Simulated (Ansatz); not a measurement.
Property card for YNi5

Computed with DFT PBEsol, scalar-relativistic, plane waves, PAW in Ansatz.

Plane waves to 420 eV, a k mesh through Γ of 12×12×10 on the computed 6-atom cell and Gaussian smearing (0.10 eV); collinear spin from starting moments 0 0.38 0.38 0.38 0.29 0.29 μB.

The structure is relaxed at this level of theory with its symmetry kept. Whether it is the stable form of this composition wasn't checked.

```
CELL_PARAMETERS angstrom
4.81040 0.00000 0.00000
-2.40520 4.16593 0.00000
0.00000 0.00000 3.89969
ATOMIC_POSITIONS crystal
Y 0.00000 0.00000 0.00000
Ni 0.50000 0.00000 0.50000
Ni 0.50000 0.50000 0.50000
Ni 0.00000 0.50000 0.50000
Ni 0.33333 0.66667 0.00000
Ni 0.66667 0.33333 0.00000
```

```json
{"Space group": "P6/mmm (No. 191)", "Volume per atom": "13.02 Å³", "Formation energy from the elements' standard states (uncorrected)": "-0.323 eV/atom", "Kohn–Sham band gap": "none (metal)", "Density of states at the Fermi level": "4.33 states/eV per cell", "Löwdin character within 0.5 eV of the Fermi level": "Ni 3d 86 %", "Bader charges (e)": "Y (1 in the cell) 1.62, Ni (3 in the cell) -0.31, Ni (2 in the cell) -0.34", "Total moment": "1.38 μB per cell", "Site moments (μB; atoms counted from 1 over the whole cell)": "Ni (atom 2) 0.35, Ni (atom 3) 0.35, Ni (atom 4) 0.35, Ni (atom 5) 0.26, Ni (atom 6) 0.26"}
```

Only this magnetic start was tried.

Cost: 1 run of about 4.6 core-minutes, on Arm Neoverse V1 (shared hosts).